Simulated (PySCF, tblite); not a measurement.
# C₂HO radical: geometry, infrared bands and EPR parameters

What infrared bands and EPR parameters should C₂HO radical (`[CH]=C=O`) show?

The runs use tblite 0.8.0 and PySCF 2.14.0, with density-fitted response routines of our own; the level of theory stands in each step. All values are computed, except where a source is named. Atoms are numbered from 0 throughout.

**1. The molecule as given**

4 atoms, charge 0, multiplicity 2; geometry from: force field or distance geometry start.

Bonds of the start (Å): C0–C1 1.31, C1–O2 1.26, C0–H3 1.11.

**2. Geometry optimisation with GFN2-xTB**

What the job is given:

```
{"job": {"kind": "relax", "xc": "GFN2-xTB", "basis": "xTB"}, "charge": 0, "multiplicity": 2}
C     -0.737500    -0.066800    -0.172700
C      0.496600    -0.136800     0.254600
O      1.692200    -0.217900     0.658400
H     -1.441000     0.426300     0.526300
```

On the command line:

```sh
OMP_NUM_THREADS=1 python probes_run.py task.json out
```

One launch serves the whole session: the jobs run in the order shown.

**Question.** This job is followed by: GFN2-xTB harmonic vibrations, gas phase; UKS B3LYP, pcH-1 on C H O, non-relativistic, mean-field spin-orbit, GIAO. What will the session give for the following? strongest single infrared mode (GFN2-xTB); zero-point energy (GFN2-xTB); g(iso) (B3LYP); ⟨S²⟩; largest a(iso); surface potential, 1st and 99th percentile; property runs in this session.

**Answer**, as computed:

| quantity | value |
| --- | --- |
| strongest single infrared mode (GFN2-xTB) | 2226 cm⁻¹, 313 km/mol |
| zero-point energy (GFN2-xTB) | 12.2 kcal/mol |
| g(iso) (B3LYP) | 2.02615 |
| ⟨S²⟩ | 0.759 (exact 0.75) |
| largest a(iso) | 1H on H3, -59.9 MHz |
| surface potential, 1st and 99th percentile | -0.96 V and 1.99 V |
| property runs in this session | 1, of which 0 failed and 1 gave unsound results |

**Reading.** Relaxing lowered the energy by 0.823 eV in 19 steps; the close pair that moved most is C1–O2, from 1.265 to 1.178 Å. No mode is imaginary among the 7: a minimum at this level. The strongest single mode, at 2226 cm⁻¹, moves mainly C1. GFN2-xTB is a fitted tight-binding method: band positions and strengths are rough. Its intensities can rank the bands wrongly. C0 carries the largest spin population, 0.75 e. The isotropic g lies 23.8 ppt above the free-electron value. These values are not to be trusted: the run shows a large g shift, which the driver flags as unsure.
